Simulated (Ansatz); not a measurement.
Two isomers of C4H7FO: A = `CC(C)(F)C=O`, B = `CC/C(O)=C/F`.

Program: Ansatz. Geometries: PBE0-D4/def2-TZVP. ΔE: electronic, gas phase. CCSD(T)/CBS is the MP2 limit (def2-TZVPP, def2-QZVPP) plus CCSD(T) − MP2 in def2-TZVPP, frozen cores. DFT in def2-TZVPP. B3LYP here is the variant with VWN-RPA as its local correlation; programs differ in this. One conformer a species, not always the lowest.

Which is lower in electronic energy at CCSD(T)/CBS, and by how much? (Estimate.)

Computed: A, by 44.9 kJ/mol.

Give E(B) − E(A) in kJ/mol with B3LYP-D4, r2SCAN-D4, PBE-D4, B2PLYP, PBE0-D4, HF/def2-TZVPP, CCSD/def2-TZVPP. (Best estimate.)

Ansatz gave: B3LYP-D4 42.1, r2SCAN-D4 42.7, PBE-D4 36.4, B2PLYP 46.0, PBE0-D4 38.0, HF/def2-TZVPP 56.7, CCSD/def2-TZVPP 49.3. None reverses the order clearly.

Does the order hold for the free energy at 298.15 K (harmonic terms from PBE0-D4)? (Estimate.)

Ansatz gave: Yes: G(B) − G(A) = +52.4 kJ/mol, for one conformer each. Modes under 60 cm⁻¹, often nearly free rotors, make the harmonic entropy too high.

Largest T1 diagnostic: 0.013.

Leaving LDA and LC-ωPBE aside and taking each functional with its dispersion term where it has one, the values, not all of them listed here, spread over 14.7 kJ/mol, from PBE-D4 to ωB97X-V. LDA lies −12.2 kJ/mol from PBE without D4. At CCSD(T), def2-SVP lies +16.6 kJ/mol from the extrapolated value and def2-TZVPP +3.9 kJ/mol.
